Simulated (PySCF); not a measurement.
**From one method to the next for S2 (triplet)**

What do other methods print for S2 (triplet)?

Program: PySCF 2.14.0. Level of theory: each script names its method and basis. These are calculated values, not measurements.

1 further run of the same task is left out (it didn't finish).

## 1. Where the work starts

S2 (triplet): 2 atoms, charge 0, spin multiplicity 3.

Bond lengths: S1–S2 1.773 Å.

## 2. The run that the others are compared with

input.py reads:

```python
from pyscf import gto, dft

mol = gto.M(
    atom='S 0 0 0; S 0 0 1.773',
    basis='6-31g',
    charge=0,
    spin=2,
    verbose=4,
)
mf = dft.UKS(mol, xc='mn15l')
mf.kernel()
mf.analyze()
print('orbital energies (hartree):', [e[max(0, n-3):n+3].round(4) for e, n in zip(mf.mo_energy, mol.nelec)])
```

On the command line:

```console
OMP_NUM_THREADS=1 python input.py
```

## 3. Gradient

Variant 1 changes step after the SCF: analyze → gradient.

Changes to input.py since step 2:

```diff
@@ -11,3 +11,6 @@
 mf.kernel()
-mf.analyze()
+g = mf.nuc_grad_method()
+g.grid_response = True
+g.kernel()
+mf.dip_moment()
 print('orbital energies (hartree):', [e[max(0, n-3):n+3].round(4) for e, n in zip(mf.mo_energy, mol.nelec)])
```

## 4. Revtpss

Variant 2 changes functional: mn15l → revtpss.

Changes to input.py since step 2:

```diff
@@ -9,3 +9,3 @@
 )
-mf = dft.UKS(mol, xc='mn15l')
+mf = dft.UKS(mol, xc='revtpss')
 mf.kernel()
```

## 5. EOM-IP (UHF)

Variant 3 changes step after the SCF: analyze → eomip; SCF type: UKS → UHF; functional: mn15l → none (Hartree–Fock); frozen orbitals: none → 10; number of roots: none → 5.

input.py reads:

```python
from pyscf import gto, scf, cc

mol = gto.M(
    atom='S 0 0 0; S 0 0 1.773',
    basis='6-31g',
    charge=0,
    spin=2,
    verbose=4,
)
mf = scf.UHF(mol)
mf.kernel()
mycc = cc.CCSD(mf, frozen=10)
mycc.kernel()
e = mycc.ipccsd(nroots=5)[0]
print('roots (eV) =', (e*27.211386).round(3))
mf.dip_moment()
print('orbital energies (hartree):', [e[max(0, n-3):n+3].round(4) for e, n in zip(mf.mo_energy, mol.nelec)])
```

## 6. MP2 (UHF)

Variant 4 changes step after the SCF: analyze → mp2; SCF type: UKS → UHF; functional: mn15l → none (Hartree–Fock).

input.py reads:

```python
from pyscf import gto, scf, mp

mol = gto.M(
    atom='S 0 0 0; S 0 0 1.773',
    basis='6-31g',
    charge=0,
    spin=2,
    verbose=4,
)
mf = scf.UHF(mol)
mf.kernel()
mp.MP2(mf).kernel()
mf.dip_moment()
print('orbital energies (hartree):', [e[max(0, n-3):n+3].round(4) for e, n in zip(mf.mo_energy, mol.nelec)])
```

## 7. Hf,lyp

Variant 5 changes functional: mn15l → hf,lyp.

Changes to input.py since step 2:

```diff
@@ -9,3 +9,3 @@
 )
-mf = dft.UKS(mol, xc='mn15l')
+mf = dft.UKS(mol, xc='hf,lyp')
 mf.kernel()
```

## 8. SCF alone

Variant 6 changes step after the SCF: analyze → none.

Changes to input.py since step 2:

```diff
@@ -11,3 +11,3 @@
 mf.kernel()
-mf.analyze()
+mf.dip_moment()
 print('orbital energies (hartree):', [e[max(0, n-3):n+3].round(4) for e, n in zip(mf.mo_energy, mol.nelec)])
```

Before running it: what results should come out? Wanted: for each run, E(SCF); from base; gap, α spin; after the SCF.

**Answer**, as computed:

| run | E(SCF) (hartree) | from base (eV) | cycles | gap, α spin (eV) | after the SCF |
| --- | --- | --- | --- | --- | --- |
| base | -796.085922 | 0 | 6 | 6.85 | n/a |
| gradient | -796.085922 | 0.0000 | 6 | 6.85 | n/a |
| revtpss | -795.978335 | not comparable | 7 | 6.01 | n/a |
| EOM-IP (UHF) | -794.906820 | not comparable | 8 | 14.65 | CCSD correlation -2.725 eV, core frozen, first root 8.65 eV |
| MP2 (UHF) | -794.906820 | not comparable | 8 | 14.65 | MP2 correlation -2.619 eV |
| hf,lyp | -796.216425 | not comparable | 8 | 14.62 | n/a |
| SCF alone | -796.085922 | 0.0000 | 6 | 6.85 | n/a |

**Reading.** A lower total energy from another functional means nothing by itself.
